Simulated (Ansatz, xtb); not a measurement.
# Two isomers of O2PS

Structure a is `O=P(=O)[S]`, a doublet and structure b is `O=PO[S]`, a doublet. Both are isolated molecules in the gas phase, relaxed with B3LYP-D3(BJ)/def2-SVP, each in the lowest conformer that the search found.

Quicker runs give these differences E(b) − E(a): GFN2-xTB −0.017 eV; HF/STO-3G −2.052 eV (at GFN2-xTB geometries); r2SCAN-D4/def2-SVP +1.074 eV (at GFN2-xTB geometries).

Question: Estimate which is lower in electronic energy at CCSD(T)/def2-SVP + ΔMP2/def2-TZVPP, and by roughly how much.

Answer: The CCSD(T)/def2-SVP + ΔMP2/def2-TZVPP calculation puts structure a lower, by 1.130 eV.

Level by level:

```csv
level,geometry,E(b) − E(a) (eV),departure from the last row (eV),"job, with rough time for the two"
GFN2-xTB,GFN2-xTB,−0.017,−1.147,"optimisation, 0.14 s"
HF/STO-3G,GFN2-xTB,−2.052,−3.182,"single point, 1.6 s"
r2SCAN-D4/def2-SVP,GFN2-xTB,+1.074,−0.055,"single point, 3.8 s"
B3LYP-D3(BJ)/def2-SVP,B3LYP-D3(BJ)/def2-SVP,+0.707,−0.423,"optimisation, 53 s"
HF/def2-SVP,B3LYP-D3(BJ)/def2-SVP,+0.646,−0.483,part of the CCSD(T) run
MP2/def2-SVP,B3LYP-D3(BJ)/def2-SVP,+0.847,−0.283,part of the CCSD(T) run
CCSD(T)/def2-SVP,B3LYP-D3(BJ)/def2-SVP,+0.688,−0.441,single point
CCSD(T)/def2-SVP + ΔMP2/def2-TZVPP,B3LYP-D3(BJ)/def2-SVP,+1.130,,"single point, 35 s"
```

As drawn, b has 1 O–P, 1 O–S in place of 1 O=P, 1 P–S.

HF/STO-3G puts the two in the other order. GFN2-xTB finds them nearly level. The largest departure from CCSD(T)/def2-SVP + ΔMP2/def2-TZVPP is that of HF/STO-3G, 3.182 eV. The last row adds to CCSD(T) the change of the MP2 difference between the two basis sets, here +0.441 eV, a large step that makes the value less sure.

With harmonic frequencies from B3LYP-D3(BJ)/def2-SVP (ideal gas, rigid rotor, one conformer each, 298.15 K, 1 atm): on the last row, ΔE + ΔZPE = +1.100, ΔH = +1.108, ΔG = +1.067 eV.

Open shells are spin-unrestricted, with notable spin contamination under HF/STO-3G. The correlated steps freeze 12 core orbitals. Mirror images aren't counted in ΔG. Programs: Ansatz 0.2.0, xtb 6.7.1; the last row on 1 thread of Intel(R) Xeon(R) 6975P-C (Granite Rapids) on a shared host.
